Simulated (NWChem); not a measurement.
**M05/cc-pVDZ run of AlClO (SMILES [O]=[Al][Cl])**

Aim: the vertical ionisation energy of AlClO at M05/cc-pVDZ, from 2 runs. 

The calculation is run with NWChem 7.3.0.

1 further run of the same task is left out (set aside as unsound or not needed).

## 1. The system as given

AlClO: 3 atoms, total charge 0, spin state singlet. SMILES: `[O]=[Al][Cl]`. The shape comes from GFN2-xTB, which is rough for such elements, and wasn't checked as a minimum.

Bond lengths: O1–Al2 1.566 Å, Al2–Cl3 2.014 Å. Angles: O1–Al2–Cl3 180.0°.

## 2. Energy and forces at M05/cc-pVDZ

The input, sp.xyz:

```xyz
3
AlClO
O      0.107470     1.694260     0.245960
Al     0.009340     0.147220     0.021380
Cl    -0.116820    -1.841490    -0.267330
```

The input, sp.nw:

```
start sp
title "AlClO"
memory stack 880 mb heap 220 mb global 1100 mb

geometry units angstrom noautosym nocenter noautoz
 load sp.xyz
end

basis "ao basis" spherical bse
 * library cc-pVDZ
end

dft
 xc m05
 mult 1
 grid fine
 convergence energy 1e-06
 print low
end

task dft gradient
```

Command:

```console
$ nwchem sp.nw > sp.out
```

The log of the run:

```text
[...]
 d= 0,ls=0.0,diis     1   -777.7102875936 -8.91D+02  5.72D-02  1.29D+00     1.7
[...]
 d= 0,ls=0.0,diis     9   -777.8919464547 -4.55D-07  8.93D-06  6.90D-07     9.7
         Total DFT energy =     -777.891946454694
      One electron energy =    -1302.041079421045
           Coulomb energy =      466.433566071858
    Exchange-Corr. energy =      -55.605606101002
 Nuclear repulsion energy =      113.321172995495
[...]
                         DFT ENERGY GRADIENTS
    atom               coordinates                        gradient
                 x          y          z           x          y          z
   1 O       0.203089   3.201687   0.464797   -0.003109  -0.049007  -0.007114
   2 Al      0.017650   0.278205   0.040402    0.001117   0.017613   0.002557
   3 Cl     -0.220758  -3.479912  -0.505180    0.001991   0.031394   0.004558
 Task  times  cpu:       19.7s     wall:       19.7s
 Total times  cpu:       19.7s     wall:       19.7s
```

Run time: 20 s. Hardware: 1 thread of Intel Xeon 6975P-C (Granite Rapids), shared host; peak memory 0.11 GiB.

## 3. The doublet cation

The input, test.nw:

```
start test
memory stack 880 mb heap 220 mb global 1100 mb
charge 1
geometry units angstroms noautosym nocenter noautoz
  O        0.107470       1.694260       0.245960
  Al       0.009340       0.147220       0.021380
  Cl      -0.116820      -1.841490      -0.267330
end
basis spherical bse
  * library cc-pVDZ
end
dft
  xc m05
  mult 2
  grid fine
  convergence energy 1e-06
  maxiter 150
  noprint "final vectors analysis"
end
task dft gradient
```

Command:

```console
$ nwchem test.nw > test.out
```

The log of the run:

```text
[...]
          Wavefunction type:  spin polarized.
          No. of atoms     :     3
          No. of electrons :    37
[...]
          Charge           :     1
          Spin multiplicity:     2
[...]
          AO basis - number of functions:    50
[...]
              XC Information
              --------------
                          M05 Method XC Functional
                     Hartree-Fock (Exact) Exchange  0.280
                   M05 metaGGA Exchange Functional  0.720
                         M05 Correlation Potential  1.000
[...]
 d= 0,ls=0.0,diis     1   -777.4020405340 -8.91D+02  1.26D-02  2.84D-01     2.1
[...]
 d= 0,ls=0.0,diis     9   -777.5219903355 -3.69D-07  7.52D-06  1.04D-07    11.8
[...]
         Total DFT energy =     -777.521990335528
      One electron energy =    -1291.457171927528
           Coulomb energy =      455.939580835251
    Exchange-Corr. energy =      -55.325572238745
 Nuclear repulsion energy =      113.321172995494
[...]
      <S2> =      0.7557 (Exact =     0.7500)
[...]
  wavefunction    = open shell
                         DFT ENERGY GRADIENTS
    atom               coordinates                        gradient
                 x          y          z           x          y          z
   1 O       0.203089   3.201687   0.464797   -0.008924  -0.140689  -0.020424
   2 Al      0.017650   0.278205   0.040402    0.008612   0.135773   0.019710
   3 Cl     -0.220758  -3.479912  -0.505180    0.000312   0.004916   0.000714
[...]
```

Run time: 22 s. Hardware: 1 thread of Intel Xeon 6975P-C (Granite Rapids), shared host; peak memory 0.11 GiB.

## 4. Outcome

Level: M05/cc-pVDZ.

| quantity | value |
| --- | --- |
| singlet AlClO: total energy | -777.89195 Eh |
| singlet AlClO: largest force on an atom | 2.551 eV/Å |
| doublet cation: total energy | -777.52199 Eh |
| doublet cation: ⟨S²⟩ | 0.756 |
| doublet cation: largest force on an atom | 7.325 eV/Å |
| vertical ionisation energy (to the doublet cation) | 10.067 eV |

In words: Removing an electron at fixed nuclei costs 10.07 eV (971 kJ/mol). The largest force (singlet AlClO) is 2.55 eV/Å: the shape isn't a stationary point for this species at this level.
